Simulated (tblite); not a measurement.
Compound: C3H5S (doublet state).
SMILES with atom numbers: `[CH2:1][C:2]([CH3:3])=[S:4]` (hydrogens: H5, H6 on C1; H7, H8, H9 on C3)
Bond orders are those of one Lewis drawing.

Computed with GFN2-xTB (tblite), gas phase: L-BFGS steps from a force-field or distance-geometry start until the largest atomic force falls under 0.01 eV/Å.

Step 2: E = -330.6052 eV
```
atom  x, y, z in Å  |  force x, y, z in eV/Å
C1      1.3739    0.2016   -0.0452    0.518   0.137   0.187
C2      0.1455   -0.0645   -0.5102   -0.501  -0.077   0.153
C3     -1.0577   -0.0879    0.4088    0.221  -0.013   0.043
S4     -0.1805   -0.4094   -2.1837    0.189   0.099   0.381
H5      1.5473    0.4178    1.0173   -0.168  -0.143  -0.617
H6      2.2653    0.2290   -0.6754   -0.514  -0.054   0.175
H7     -1.8061    0.6514    0.1126    0.155  -0.129  -0.102
H8     -1.5389   -1.0709    0.4260    0.133   0.154  -0.197
H9     -0.7353    0.1387    1.4247   -0.033   0.026  -0.025
```

Step 3: E = -330.6256 eV
```
atom  x, y, z in Å  |  force x, y, z in eV/Å
C1      1.3785    0.2033   -0.0445   -0.243  -0.035  -0.051
C2      0.1423   -0.0638   -0.4978   -0.072  -0.052  -0.157
C3     -1.0508   -0.0873    0.4086   -0.050  -0.018   0.172
S4     -0.1754   -0.4068   -2.1742    0.161   0.085   0.344
H5      1.5423    0.4134    0.9979   -0.011   0.006   0.068
H6      2.2500    0.2276   -0.6692   -0.017  -0.039  -0.193
H7     -1.8016    0.6470    0.1102    0.123  -0.065  -0.112
H8     -1.5357   -1.0667    0.4206    0.117   0.076  -0.169
H9     -0.7361    0.1393    1.4232   -0.009   0.041   0.098
```

Step 4: E = -330.6306 eV
```
atom  x, y, z in Å  |  force x, y, z in eV/Å
C1      1.3755    0.2030   -0.0453   -0.095  -0.014  -0.037
C2      0.1411   -0.0644   -0.4976   -0.125  -0.042  -0.067
C3     -1.0503   -0.0875    0.4110   -0.027   0.012   0.106
S4     -0.1722   -0.4051   -2.1677    0.115   0.049   0.184
H5      1.5413    0.4127    0.9955   -0.004   0.016   0.114
H6      2.2470    0.2268   -0.6708   -0.026  -0.038  -0.186
H7     -1.7990    0.6453    0.1082    0.088  -0.030  -0.102
H8     -1.5335   -1.0649    0.4173    0.078   0.006  -0.138
H9     -0.7364    0.1400    1.4243   -0.005   0.040   0.127
```

Question: Estimate the geometry and energy of step 5. (The exact step hangs on the optimiser's Hessian estimate; all steps are aligned on step 4, rigid shifts and turns removed.)

Answer: E = -330.6359 eV, largest force 0.161 eV/Å
```
atom  x, y, z in Å  |  force x, y, z in eV/Å
C1      1.3710    0.2025   -0.0473    0.043   0.013   0.041
C2      0.1359   -0.0658   -0.4969    0.000   0.023   0.134
C3     -1.0495   -0.0870    0.4159   -0.010   0.020   0.046
S4     -0.1654   -0.4020   -2.1559    0.019  -0.019  -0.116
H5      1.5396    0.4120    0.9945    0.001   0.011   0.069
H6      2.2413    0.2247   -0.6771   -0.060  -0.034  -0.146
H7     -1.7936    0.6425    0.1029    0.010   0.037  -0.071
H8     -1.5289   -1.0630    0.4095    0.017  -0.074  -0.066
H9     -0.7368    0.1419    1.4292   -0.021   0.023   0.109
```

The energy changes by -0.0053 eV. The first-order estimate −F·Δx gives -0.0093 eV and the mean of the old and new forces, exact on a quadratic surface, -0.0053 eV. The step makes an angle of 27° with the force vector and moves no atom by more than 0.014 Å.

The cost below is that of the whole relaxation. On one thread of an Arm Neoverse V1, no GPU, shared host with 64 logical CPUs at a one-minute load of 9.0, this took under 0.1 s wall.
